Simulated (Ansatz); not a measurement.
Reaction (SMILES): [OH] (OH) → OH+ (triplet, bonded as [OH]) + e-
B3LYP-D3(BJ)/def2-TZVP geometries, fixed; electronic energies without zero-point terms.

Basis-set convergence of the adiabatic ionisation energy at CCSD(T) with Ansatz (a quantum-chemistry and plane-wave program). Cartesian d functions, on some or all atoms, in 6-31G*, 6-31G**, 6-31+G*; all else is spherical. Cores are frozen. Open shells are unrestricted. No added dispersion term, no relativity. Functions are those of the species that has most. Reference: Hartree-Fock in aug-cc-pV5Z plus the correlation part extrapolated as X^-3 from aug-cc-pVQZ and aug-cc-pV5Z, 13.042 eV, itself unsure by roughly 0.011 eV (a third of the extrapolation step and of the last Hartree-Fock step). Deviations are taken from unrounded values.

| basis | functions |
|---|---|
| STO-3G | 6 |
| 3-21G | 11 |
| 6-31G | 11 |
| 6-31G* | 17 |
| 6-31G** | 20 |
| 6-31+G* | 21 |
| 6-311G** | 24 |
| 6-311+G** | 28 |
| aug-pcseg-1 | 32 |
| 6-311++G(2d,2p) | 37 |
| 6-311++G(3df,3pd) | 57 |
| aug-pcseg-2 | 69 |
| aug-pcseg-3 | 134 |

**Question.** Which is the smallest set listed that can be trusted to 0.1 eV here, that is, within that of the reference together with its larger relatives (same family, alike in diffuse functions; a set with none to test it counts only in the reference's own line)?

**Answer.** Of the sets listed that have larger relatives (same family, alike in diffuse functions), none stays within 0.1 eV of the reference together with them. Inside, with no larger relative to test it: aug-pcseg-3. Value minus reference: STO-3G -4.298, 3-21G -1.502, 6-31G -0.911, 6-31G* -0.756, 6-31G** -0.691, 6-31+G* -0.547, 6-311G** -0.653, 6-311+G** -0.481, aug-pcseg-1 -0.336, 6-311++G(2d,2p) -0.324, 6-311++G(3df,3pd) -0.148, aug-pcseg-2 -0.158, aug-pcseg-3 -0.075 eV.
